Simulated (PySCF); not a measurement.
Stepwise substitution at one centre (C Cl-H). Isolated molecules, 0 K electronic values unless said otherwise. Strings in code marks are SMILES.

The numbers are results of PBE0-D4/def2-TZVP in PySCF, not measurements. All candidates: neutral, multiplicity 1. Delta-SCF ions had no search for a lower state. 

```yaml
vertical ionisation energy (Delta-SCF): 14.09 eV
dipole_moment: 0.00 D
LUMO: 1.69 eV
```

Question: Identify which member has these values.
(A) `CCl`
(B) `ClC(Cl)(Cl)Cl`
(C) `C`
(D) `ClC(Cl)Cl`

Answer: C, `C`. The others give `ClC(Cl)(Cl)Cl`: 11.17 eV, 0.00 D, -1.45 eV; `CCl`: 11.22 eV, 1.92 D, 0.85 eV; `ClC(Cl)Cl`: 11.09 eV, 1.08 D, -0.76 eV
